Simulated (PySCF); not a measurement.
# BOF (fluoro(oxo)borane) at B3LYP/STO-3G

Aim: the vertical singlet–triplet gap of BOF (fluoro(oxo)borane) at B3LYP/STO-3G, from 2 runs. Input form: a Python script.

Program for the calculation: PySCF 2.14.0.

11 further runs of the same task are left out: 5 that didn't finish, 6 set aside as unsound or not needed.

## 1. The system as given

BOF has 3 atoms, charge 0, and is taken as a singlet. SMILES: `O=BF`. Geometry: relaxed at PBE0-D4/def2-TZVP.

Bond lengths: O1–B2 1.206 Å, B2–F3 1.282 Å. Angles: O1–B2–F3 180.0°.

## 2. The energy at B3LYP/STO-3G

Input file calc.py:

```python
from pyscf import gto, dft

mol = gto.M(
    atom='''
O    0.983100  -0.565100   0.479900
B    0.020300  -0.011600   0.009900
F   -1.003400   0.576800  -0.489800
''',
    charge=0,
    basis='sto-3g',
    verbose=4,
    max_memory=1860,
)

ks = dft.RKS(mol)
ks.xc = 'b3lyp'
ks.conv_tol = 1e-10
ks.grids.level = 5
ks.kernel()
if not ks.converged:
    ks = ks.newton().run(ks.mo_coeff, ks.mo_occ)

e_final = ks.e_tot
print('Final energy', e_final)
```

Command:

```sh
$ OMP_NUM_THREADS=1 python calc.py
```

What it wrote:

```text
PySCF version 2.14.0

[INPUT] num. atoms = 3
[INPUT] num. electrons = 22
[INPUT] charge = 0
[INPUT] spin (= nelec alpha-beta = 2S) = 0
[INPUT] symmetry False subgroup None
[INPUT] Mole.unit = angstrom
[INPUT] Symbol           X                Y                Z      unit          X                Y                Z       unit  Magmom
[INPUT]  1 O      0.983100000000  -0.565100000000   0.479900000000 AA    1.857789753060  -1.067884232992   0.906879567179 Bohr   0.0
[INPUT]  2 B      0.020300000000  -0.011600000000   0.009900000000 AA    0.038361440329  -0.021920823045   0.018708288633 Bohr   0.0
[INPUT]  3 F     -1.003400000000   0.576800000000  -0.489800000000 AA   -1.896151193389   1.089994028649  -0.925587855812 Bohr   0.0

nuclear repulsion = 51.4389501540037
number of shells = 9
number of NR pGTOs = 45
number of NR cGTOs = 15
basis = sto-3g
ecp = {}

******** <class 'pyscf.dft.rks.RKS'> ********
method = RKS
initial guess = minao
damping factor = 0
level_shift factor = 0
DIIS = <class 'pyscf.scf.diis.CDIIS'>
diis_start_cycle = 1
diis_space = 8
diis_damp = 0
SCF conv_tol = 1e-10
SCF conv_tol_grad = None
SCF max_cycles = 50
direct_scf = True
direct_scf_tol = 1e-13
XC library pyscf.dft.libxc version 7.0.0
    S. Lehtola, C. Steigemann, M. J.T. Oliveira, and M. A.L. Marques.,  SoftwareX 7, 1–5 (2018)
XC functionals = b3lyp
    P. J. Stephens, F. J. Devlin, C. F. Chabalowski, and M. J. Frisch.,  J. Phys. Chem. 98, 11623 (1994)
radial grids:
    Treutler-Ahlrichs [JCP 102, 346 (1995); DOI:10.1063/1.469408] (M4) radial grids

becke partition: Becke, JCP 88, 2547 (1988); DOI:10.1063/1.454033
pruning grids: <function nwchem_prune>
grids dens level: 5
symmetrized grids: False
atomic radii adjust function: <function treutler_atomic_radii_adjust>
small_rho_cutoff = 0
Set gradient conv threshold to 1e-05
Initial guess from minao.
tot grids = 130016
init E= -197.477701195581
  HOMO = -0.407156382963655  LUMO = 0.0944875545863073  gap/eV = 13.65043
cycle= 1 E= -196.98193062486  delta_E= 0.496  |g|= 0.754  |ddm|= 2.62
  HOMO = -0.0861052796461893  LUMO = 0.228951864119856  gap/eV = 8.57314
cycle= 2 E= -195.824269851253  delta_E= 1.16  |g|= 2.27  |ddm|= 2.89
  HOMO = -0.198601091478371  LUMO = 0.189548361068253  gap/eV = 10.56208
cycle= 3 E= -197.156883607414  delta_E= -1.33  |g|= 0.311  |ddm|= 2.17
  HOMO = -0.215330395812981  LUMO = 0.200596336223096  gap/eV = 11.31794
cycle= 4 E= -197.183262741788  delta_E= -0.0264  |g|= 0.0913  |ddm|= 0.403
  HOMO = -0.225058835849748  LUMO = 0.197761753739928  gap/eV = 11.50553
cycle= 5 E= -197.185562983025  delta_E= -0.0023  |g|= 0.014  |ddm|= 0.0823
  HOMO = -0.226137359108856  LUMO = 0.197812782751544  gap/eV = 11.53627
cycle= 6 E= -197.185617191402  delta_E= -5.42e-05  |g|= 0.0011  |ddm|= 0.0134
  HOMO = -0.226220077777029  LUMO = 0.197803759221529  gap/eV = 11.53828
cycle= 7 E= -197.185617535151  delta_E= -3.44e-07  |g|= 2.8e-05  |ddm|= 0.00121
  HOMO = -0.226218408105264  LUMO = 0.197803978990384  gap/eV = 11.53824
cycle= 8 E= -197.185617535382  delta_E= -2.32e-10  |g|= 4.35e-07  |ddm|= 2.96e-05
  HOMO = -0.226218377021368  LUMO = 0.19780400246678  gap/eV = 11.53824
cycle= 9 E= -197.185617535382  delta_E= -1.14e-13  |g|= 1.15e-07  |ddm|= 4.72e-07
  HOMO = -0.226218407328064  LUMO = 0.197803997596004  gap/eV = 11.53824
Extra cycle  E= -197.185617535382  delta_E= -2.84e-14  |g|= 2.76e-07  |ddm|= 4.02e-07
converged SCF energy = -197.185617535382
Final energy -197.18561753538228
```

Run time: 2.7 s. Hardware: 1 thread of Intel Xeon Platinum 8259CL at 2.50GHz (Skylake/Cascade Lake), shared host; peak memory 0.18 GiB.

## 3. The triplet

Input file job.py:

```python
from pyscf import gto, dft

mol = gto.M(
    atom=[
    ('O', (0.983100, -0.565100, 0.479900)),
    ('B', (0.020300, -0.011600, 0.009900)),
    ('F', (-1.003400, 0.576800, -0.489800)),
],
    max_memory=1860,
    basis='sto-3g',
    spin=2,
    verbose=4,
)

myscf = dft.UKS(mol, xc='b3lyp')
myscf.grids.level = 5
myscf.conv_tol = 1e-10
myscf.kernel()
if not myscf.converged:
    myscf = myscf.newton().run(myscf.mo_coeff, myscf.mo_occ)

e_tot = myscf.e_tot
print('E = %.10f Eh' % e_tot)
```

Command:

```sh
$ OMP_NUM_THREADS=1 python job.py
```

What it wrote:

```text
PySCF version 2.14.0

[INPUT] num. atoms = 3
[INPUT] num. electrons = 22
[INPUT] charge = 0
[INPUT] spin (= nelec alpha-beta = 2S) = 2
[INPUT] symmetry False subgroup None
[INPUT] Mole.unit = angstrom
[INPUT] Symbol           X                Y                Z      unit          X                Y                Z       unit  Magmom
[INPUT]  1 O      0.983100000000  -0.565100000000   0.479900000000 AA    1.857789753060  -1.067884232992   0.906879567179 Bohr   0.0
[INPUT]  2 B      0.020300000000  -0.011600000000   0.009900000000 AA    0.038361440329  -0.021920823045   0.018708288633 Bohr   0.0
[INPUT]  3 F     -1.003400000000   0.576800000000  -0.489800000000 AA   -1.896151193389   1.089994028649  -0.925587855812 Bohr   0.0

nuclear repulsion = 51.4389501540037
number of shells = 9
number of NR pGTOs = 45
number of NR cGTOs = 15
basis = sto-3g
ecp = {}

******** <class 'pyscf.dft.uks.UKS'> ********
method = UKS
initial guess = minao
damping factor = 0
level_shift factor = 0
DIIS = <class 'pyscf.scf.diis.CDIIS'>
diis_start_cycle = 1
diis_space = 8
diis_damp = 0
SCF conv_tol = 1e-10
SCF conv_tol_grad = None
SCF max_cycles = 50
direct_scf = True
direct_scf_tol = 1e-13
number electrons alpha = 12  beta = 10
XC library pyscf.dft.libxc version 7.0.0
    S. Lehtola, C. Steigemann, M. J.T. Oliveira, and M. A.L. Marques.,  SoftwareX 7, 1–5 (2018)
XC functionals = b3lyp
    P. J. Stephens, F. J. Devlin, C. F. Chabalowski, and M. J. Frisch.,  J. Phys. Chem. 98, 11623 (1994)
radial grids:
    Treutler-Ahlrichs [JCP 102, 346 (1995); DOI:10.1063/1.469408] (M4) radial grids

becke partition: Becke, JCP 88, 2547 (1988); DOI:10.1063/1.454033
pruning grids: <function nwchem_prune>
grids dens level: 5
symmetrized grids: False
atomic radii adjust function: <function treutler_atomic_radii_adjust>
small_rho_cutoff = 0
Set gradient conv threshold to 1e-05
tot grids = 130016
init E= -197.477701195581

[... the frontier-level lines of each cycle are left out ...]



cycle= 1 E= -196.83738408157  delta_E= 0.64  |g|= 0.209  |ddm|= 2.25


cycle= 2 E= -196.846677422159  delta_E= -0.00929  |g|= 0.216  |ddm|= 0.648


cycle= 3 E= -196.878786567392  delta_E= -0.0321  |g|= 0.0175  |ddm|= 0.298


cycle= 4 E= -196.882046945912  delta_E= -0.00326  |g|= 0.0153  |ddm|= 0.21


cycle= 5 E= -196.883372018944  delta_E= -0.00133  |g|= 0.0133  |ddm|= 0.103


cycle= 6 E= -196.885947565723  delta_E= -0.00258  |g|= 0.00525  |ddm|= 0.344


cycle= 7 E= -196.886074310081  delta_E= -0.000127  |g|= 0.00135  |ddm|= 0.0723


cycle= 8 E= -196.886078285959  delta_E= -3.98e-06  |g|= 0.000242  |ddm|= 0.0162


cycle= 9 E= -196.886078456568  delta_E= -1.71e-07  |g|= 3.89e-05  |ddm|= 0.00295


cycle= 10 E= -196.886078459097  delta_E= -2.53e-09  |g|= 4.3e-06  |ddm|= 0.000198


cycle= 11 E= -196.886078459307  delta_E= -2.1e-10  |g|= 2.28e-06  |ddm|= 0.000158


cycle= 12 E= -196.886078459333  delta_E= -2.56e-11  |g|= 2.16e-07  |ddm|= 3.84e-05


Extra cycle  E= -196.886078459333  delta_E= -6.54e-13  |g|= 2.44e-07  |ddm|= 2.04e-06
converged SCF energy = -196.886078459333  <S^2> = 2.001724  2S+1 = 3.0011491
E = -196.8860784593 Eh
```

It took 5.4 s on 1 thread of Intel Xeon Platinum 8259CL at 2.50GHz (Skylake/Cascade Lake), shared host; peak memory 0.19 GiB.

## 4. Summary of results

Level: B3LYP/STO-3G.

```
                                        quantity          value
                           singlet: total energy  -197.18562 Eh
                          singlet: dipole moment         1.55 D
                            singlet: HOMO energy       -6.16 eV
                            singlet: LUMO energy        5.38 eV
                          singlet: HOMO–LUMO gap       11.54 eV
                           triplet: total energy  -196.88608 Eh
                          triplet: dipole moment         0.57 D
                                   triplet: ⟨S²⟩          2.002
vertical energy of the triplet above the singlet       8.151 eV
```

In words: At this shape the triplet lies 8.15 eV (786 kJ/mol) above the singlet. In a minimal basis such a difference can be off by several eV, whatever the method. Mulliken charges (singlet) run from -0.26 on O1 to +0.34 on B2; they depend strongly on the basis. Mulliken charges (triplet) run from -0.12 on O1 to +0.15 on B2.
